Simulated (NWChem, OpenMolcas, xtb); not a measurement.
**SiH2Cl2 (dichlorosilane (DCS)): methods side by side**

SiH2Cl2: 5 atoms, total charge 0, spin state singlet. SMILES: `Cl[SiH2]Cl`. Geometry: relaxed at PBE0-D4/def2-TZVP.

Quantity: the HOMO–LUMO gap, in eV. The values are calculated.

```
              level                    kind     program  value (eV)   CPU time
           GFN1-xTB          semi-empirical         xtb        7.37  under 2 s
       HF/6-311+G**            Hartree–Fock  OpenMolcas       14.00       12 s
    SVWN5/6-311+G**                     LDA      NWChem        6.49      9.6 s
      PBE/6-311+G**                     GGA  OpenMolcas        6.63       29 s
   revPBE/6-311+G**                     GGA  OpenMolcas        6.67       29 s
    M06-L/6-311+G**                meta-GGA      NWChem        7.45       18 s
   M06-2X/6-311+G**         hybrid meta-GGA  OpenMolcas       10.62       32 s
CAM-B3LYP/6-311+G**  range-separated hybrid      NWChem       11.05       36 s
   B2PLYP/6-311+G**           double hybrid  OpenMolcas       11.00       23 s
```

The values span 6.49 to 14.00 eV. Orbital gaps aren't excitation energies, and those of double hybrids come from the SCF part alone; they tend to grow with the share of exact exchange. CPU times are rough (shared hosts, several kinds of processor): they show what a rung costs within a factor of a few.
